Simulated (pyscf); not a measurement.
Optimised with ωB97X-D3(BJ)/def2-SVP in PySCF. MP2 and CC: frozen core, UHF for open shells. ΔMP2 is the change of the MP2 total energy from the triple- to the quadruple-zeta basis.

Q: Estimate the classical barrier height and the reaction energy of HO–BH–OH + SiH₄ → HO–SiH₃ + H₂B–OH at CCSD(T)/def2-TZVPP. The step runs on the singlet surface, breaks B–O, H–Si and forms O–Si, B–H; take the separated reactants as zero.

A: ΔE‡ = 125.4 kJ/mol, ΔE = +59.3 kJ/mol. CCSD(T)/def2-TZVPP + ΔMP2(QZVPP) gives 124.3 kJ/mol and +57.1 kJ/mol. Zero-point energy shifts the barrier by +8.7 kJ/mol. It is a four-centre exchange, with an imaginary mode of 362i cm⁻¹. The products may also form a dative adduct at H₂B–OH; it and routes through it were not searched. This is the saddle that the search found; another between the same sides may lie lower. The CCSD(T) − MP2 part came from Ansatz, without density fitting, on the same reference.
